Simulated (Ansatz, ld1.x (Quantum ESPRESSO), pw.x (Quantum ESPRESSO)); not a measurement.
## From atom to crystal: TM potential for Ta

Ta, norm-conserving Troullier–Martins (Kleinman–Bylander form), made with ld1.x (Quantum ESPRESSO) 7.5 (PBE, scalar-relativistic). Core [Xe] 4f14, reference 5d3 6s2 6p0. Waves: 6p (bound, empty): rc 3.55 bohr; 5d (bound): rc 2.70 bohr; 5f channel at 0.2 Ry: rc 3.25 bohr; 6s (bound): rc 2.00 bohr. Local part: the s channel. Core correction: a·sin(br)/r model core inside 1.90 bohr.

Crystal test: bcc Ta in pw.x 7.5, no spin, 14³ k-points, Fermi–Dirac smearing 0.01 Ry, cutoffs 70/280 Ry. The reference is all-electron LAPW (Ansatz 0.2.0) with the same functional, mesh and smearing; V0 and B0 come from Birch–Murnaghan fits to the pressures at five volumes. Errors are pseudo minus all-electron; Δ is the rms difference of the E(V) curves that follow from these fits, minima aligned, over ±6 % about the mean V0. Mesh and smearing are coarse, so the numbers serve the comparison and aren't converged zero-temperature values; the lattice is a test structure that the element need not adopt.

All-electron: a0 = 3.321 Å (V0 = 18.31 Å³/atom), B0 = 193.2 GPa.

Problem. How far does the potential miss the all-electron equation of state?

Solution. mean pressure error (GPa): -3.31; a0 (Å): 3.302; a0 error (%): -0.56; B0 error (%): +1.0; Δ (meV/atom): 13.1. The largest radius (3.55 bohr) exceeds half the bond length (2.71 bohr), so the spheres overlap, which is one possible source of error among others. This is a poor potential for the solid. The logarithmic derivative shows an extra or strongly shifted pseudo pole above the reference energy (s near 0.98 Ry).

```tsv
V (Å³/atom)	P all-electron (GPa)	P pseudo (GPa)
17.282	12.43	8.54
17.737	6.48	2.92
18.192	1.22	-2.06
18.647	-3.44	-6.47
19.102	-7.57	-10.37
```

Problem. At the middle volume, how do free energy and pressure move when the wave cutoff is lowered (ecutrho kept at four times it)?

Solution.

```tsv
cutoff (Ry)	shift of F (meV/atom)	shift of P (GPa)
32	+24.3	-0.06
42	+16.7	-0.07
56	+2.5	-0.16
```

The run at the middle volume (104 k-points, 9 iterations) took about 18 s on one core of a shared host (Neoverse-V1, 32 threads, 247 GiB, load 28).
